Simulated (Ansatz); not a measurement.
Ideal-gas functions of `SC1CO1` at 298.15 K and 1 bar, from an Ansatz frequency run at PBE0-D4/def2-TZVP.

Molar mass 76.12 g/mol, point group C1 (symmetry number 1), electronic degeneracy 1, moments of inertia 26.781, 129.795, 137.048 u Å². Harmonic wavenumbers (cm⁻¹, unscaled): 195, 339, 372, 649, 853, 897, 951, 1050, 1089, 1157, 1163, 1297, 1390, 1526, 2711, 3104, 3141, 3194.

Use S(trans) = R[1.5 ln M + 2.5 ln T − 1.1517]; rotational temperatures θ = 24.2544 K / I; S(rot) = R[ln(√π/σ · √(T³/θAθBθC)) + 1.5]; for each mode x = 1.438777 ν̃/T, S = R[x/(eˣ − 1) − ln(1 − e⁻ˣ)] and H = RT x/(eˣ − 1); 1 cm⁻¹ = 0.0119627 kJ/mol; R = 8.31446 J/(mol·K).

Task: By hand: the entropy, in J/(mol·K).

Result: Translation 162.9. Rotation: θ = 0.9057, 0.1869, 0.177 K, giving 102.9. Vibration, mode by mode: 9.12, 5.09, 4.48, 1.56, 0.70, 0.59, 0.48, 0.32, 0.27, 0.21, 0.20, 0.12, 0.08, 0.04, 0.00, 0.00, 0.00, 0.00, in all 23.3. Electronic 0.0. Sum 289.1 J/(mol·K).

Task: By hand: H − E and G − E in kJ/mol, counted from the electronic energy.

Result: Zero-point energy ½ × 25078 × 0.0119627 = 150.0; thermal vibration 4.5; translation, rotation and pV give 4 RT = 9.9. H − E = 164.4 kJ/mol, and G − E = 164.4 − 298.15 × 289.1/1000 = 78.2 kJ/mol.

Vibration gives 8 % of the entropy. The sum counts one conformer and one mirror image; others add a mixing term.
